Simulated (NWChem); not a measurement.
**One shape, several levels: [NO2]+ (SMILES O=[N+]=O)**

We compute a comparison of 3 runs (HF/def2-TZVPPD, MP2/def2-TZVPPD, CCSD(T)/def2-TZVPPD) of [NO2]+. 

The results are computed with NWChem 7.3.0.

2 further runs of the same task are left out: 2 set aside as unsound or not needed. Runs told in other sessions of the task aren't counted.

**1. The structure to begin with**

[NO2]+: 3 atoms, total charge +1, spin state singlet. As SMILES, `O=[N+]=O`. The O1–N2 distance was set to 1.665 Å, away from the relaxed value.

Bond lengths: N2–O3 1.110 Å. A long bond or contact: O1–N2 1.665 Å.

**2. The energy at HF/def2-TZVPPD (run 1)**

Contents of no2.nw:

```
echo
start no2
title "NO2 hf"
memory 2200 mb
charge 1

geometry noautosym nocenter noautoz
  O     -0.859484     1.390565    -0.314377
  N     -0.000010    -0.000010     0.000000
  O      0.572990    -0.927010     0.209580
end

basis spherical bse
  * library def2-TZVPPD
end

scf
  thresh 1e-08
  maxiter 80
end

task scf
```

Launch:

```sh
$ nwchem no2.nw > no2.out
```

The log of the run:

```text
[...]
  functions       =   117
[...]
  wavefunction    = RHF
[...]
         Total SCF energy =   -203.630329323243
      One-electron energy =   -383.544856072952
      Two-electron energy =    123.203529322606
 Nuclear repulsion energy =     56.710997427103
        Time for solution =     43.1s
[...]
```

Run time: 45 s. Hardware: 1 thread of Intel Xeon Platinum 8259CL at 2.50GHz (Skylake/Cascade Lake), shared host; peak memory 0.1 GiB.

**3. A single-point energy at MP2/def2-TZVPPD (run 2)**

Contents of run.py:

```python
from ase import Atoms
from ase.calculators.nwchem import NWChem

system = Atoms(['O', 'N', 'O'], positions=[
    [-0.859484, 1.390565, -0.314377],
    [-0.000010, -0.000010, -0.000000],
    [0.572990, -0.927010, 0.209580],
])

calc = NWChem(
    label='no2',
    theory='mp2',
    memory='2200 mb',
    basis='def2-TZVPPD',
    basispar='spherical bse',
    charge=1,
    scf={'nopen': '0', 'rhf': None, 'thresh': '1e-08', 'maxiter': '80', 'print': 'low'},
    mp2={'freeze': 'core 3', 'tight': None},
    task='energy',
)
system.calc = calc

e = system.get_potential_energy()
print(f"E = {e:.6f} eV")
```

Launch:

```sh
$ export ASE_NWCHEM_COMMAND="nwchem PREFIX.nwi > PREFIX.nwo"
$ python run.py
```

The log of the run:

```text
E = -5558.187948 eV
```

The calculator wrote no2.nwi:

```
title "no2"

permanent_dir no2

scratch_dir no2

start no2

geometry units angstrom nocenter noautosym noautoz
  O  -8.5948400000000003e-01 1.3905650000000001e+00 -3.1437700000000002e-01
  N  -1.0000000000000001e-05 -1.0000000000000001e-05 -0.0000000000000000e+00
  O  5.7299000000000000e-01 -9.2701000000000000e-01 2.0957999999999999e-01
end

charge 1

memory 2200 mb

basis spherical bse noprint
   * library def2-TZVPPD
end

scf
  nopen 0
  rhf
  thresh 1e-08
  maxiter 80
  print low
end
mp2
  freeze core 3
  tight
end

task mp2 energy
```

no2.nwo:

```text
Northwest Computational Chemistry Package (NWChem) 7.3.0
             --------------------------------------------------------

           Job information
           ---------------

    nwchem branch   = 7.3.0
    use scalapack   = T
    input           = no2.nwi
    prefix          = no2.
    data base       = no2/no2.db
    status          = startup
    nproc           =        1

           Memory information
           ------------------

    heap     =     72089596 doubles =      550.0 Mbytes
    stack    =     72089601 doubles =      550.0 Mbytes
    global   =    144179200 doubles =     1100.0 Mbytes (distinct from heap & stack)
    total    =    288358397 doubles =     2200.0 Mbytes
    verify   = yes
    hardfail = no

           Directory information
           ---------------------

  0 permanent = no2
  0 scratch   = no2

                                NWChem Input Module
                                -------------------

                                        no2
                                        ---

[... 22 lines left out ...]
            Nuclear Dipole moment (a.u.)
[... 44 lines left out ...]
       Final RHF  results
[... 2 lines left out ...]
         Total SCF energy =   -203.630329323245
      One-electron energy =   -383.544856072945
      Two-electron energy =    123.203529322597
 Nuclear repulsion energy =     56.710997427103
[... 30 lines left out ...]
 Semi-direct pass number   1 of   1  for RHF alpha+beta  at       43.4s
 Done moints_semi at       48.3s
 Done maket at       48.6s
 Done multipass loop at       48.6s

          -------------------------------------------
          SCF energy                -203.630329323245
          Correlation energy          -0.629311954774
          Singlet pairs               -0.389535355128
          Triplet pairs               -0.239776599645
          Total MP2 energy          -204.259641278019
          -------------------------------------------

          ---------------------------------------------------
                    Spin Component Scaled (SCS) MP2
          Same spin pairs                     -0.159851066430
          Same spin scaling factor             0.333333333333
          Opposite spin pairs                 -0.469460888343
          Opposite spin scaling fact.          1.200000000000
          SCS-MP2 correlation energy          -0.616636754822
          Total SCS-MP2 energy              -204.246966078067
          ---------------------------------------------------

 -----------------------
 Task  times  cpu:       48.6s     wall:       48.6s
 Total times  cpu:       48.7s     wall:       48.7s
```

Wall time 50 s (1 thread of Intel Xeon Platinum 8259CL at 2.50GHz (Skylake/Cascade Lake), shared host); peak memory 0.32 GiB.

**4. A single-point energy at CCSD(T)/def2-TZVPPD (run 3)**

Contents of work.nw:

```
echo
start work
memory stack 880 mb heap 220 mb global 1100 mb
charge 1

geometry units bohr noautosym nocenter noautoz
  O     -1.62418937     2.62778701    -0.59408643
  N     -0.00001890    -0.00001890     0.00000000
  O      1.08279417    -1.75179501     0.39604880
end

basis spherical bse
  * library def2-TZVPPD
end

scf
  thresh 1e-08
  maxiter 80
end

ccsd
  freeze core 3
  maxiter 60
end

task ccsd(t) energy
```

Launch:

```sh
$ nwchem work.nw > work.out
```

The log of the run:

```text
[...]
  functions       =   117
[...]
  wavefunction    = RHF
[...]
         Total SCF energy =   -203.630329281762
      One-electron energy =   -383.544848450042
      Two-electron energy =    123.203525753822
 Nuclear repulsion energy =     56.710993414458
        Time for solution =     44.4s
[...]
 Total MP2 energy:           -204.259641247787044
[...]
             energy      energy      error      ampl     ampl      Block
                                                time     time      time
[...]
 Total CCSD energy:           -204.271336770492752
[...]
 Total CCSD+T(CCSD) energy:           -204.319640524089806
[...]
 Total CCSD(T) energy:                -204.313340884575723
[...]
```

Wall time 8.6 min (1 thread of Intel Xeon Platinum 8259CL at 2.50GHz (Skylake/Cascade Lake), shared host); peak memory 0.35 GiB.

**5. The series**

```
run                level   module  frozen core orbitals  energy (Eh)  HOMO energy (eV)  LUMO energy (eV)  HOMO–LUMO gap (eV)  wall time
  1       HF/def2-TZVPPD      scf                     –  -203.630329            -22.75             -8.34               14.41       45 s
  2      MP2/def2-TZVPPD      mp2                     3  -204.259641                 –                 –                   –       50 s
  3  CCSD(T)/def2-TZVPPD  ccsd(t)                     3  -204.313341            -22.75             -8.34               14.41    8.6 min
```

**6. Results**

| quantity | value |
| --- | --- |
| run 3: total energy | -204.31334 Eh |
| run 3: HOMO energy (Hartree–Fock orbitals) | -22.75 eV |
| run 3: LUMO energy (Hartree–Fock orbitals) | -8.34 eV |
| run 3: HOMO–LUMO gap (Hartree–Fock orbitals) | 14.41 eV |
| run 3: correlation energy (3 core orbitals frozen) | -683.0 mEh |
| run 3: (T) correction | -42.00 mEh |

In words: Below the HF energy at the same shape and in the same basis (def2-TZVPPD): MP2 -629.3 mEh; CCSD(T) -683.0 mEh. All runs together took 10 min, the longest 8.6 min.
